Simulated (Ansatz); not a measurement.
Ideal-gas functions of `FC1(F)C=C1` at 800 K and 1 bar, from an Ansatz frequency run at PBE0-D4/def2-TZVP.

Molar mass 76.04 g/mol, point group C2v (symmetry number 2), electronic degeneracy 1, moments of inertia 59.846, 86.72, 115.929 u Å². Harmonic wavenumbers (cm⁻¹, unscaled): 394, 426, 507, 535, 711, 801, 933, 960, 987, 1119, 1167, 1395, 1687, 3259, 3297.

Use S(trans) = R[1.5 ln M + 2.5 ln T − 1.1517]; rotational temperatures θ = 24.2544 K / I; S(rot) = R[ln(√π/σ · √(T³/θAθBθC)) + 1.5]; for each mode x = 1.438777 ν̃/T, S = R[x/(eˣ − 1) − ln(1 − e⁻ˣ)] and H = RT x/(eˣ − 1); 1 cm⁻¹ = 0.0119627 kJ/mol; R = 8.31446 J/(mol·K).

Q: By hand: the entropy, in J/(mol·K).

A: Translation 183.4. Rotation: θ = 0.4053, 0.2797, 0.2092 K, giving 110.4. Vibration, mode by mode: 11.35, 10.73, 9.36, 8.95, 6.81, 5.96, 4.92, 4.74, 4.56, 3.77, 3.53, 2.55, 1.69, 0.16, 0.15, in all 79.2. Electronic 0.0. Sum 373.0 J/(mol·K).

Q: By hand: H − E and G − E in kJ/mol, counted from the electronic energy.

A: Zero-point energy ½ × 18178 × 0.0119627 = 108.7; thermal vibration 37.5; translation, rotation and pV give 4 RT = 26.6. H − E = 172.8 kJ/mol, and G − E = 172.8 − 800 × 373.0/1000 = -125.6 kJ/mol.

Vibration gives 21 % of the entropy.
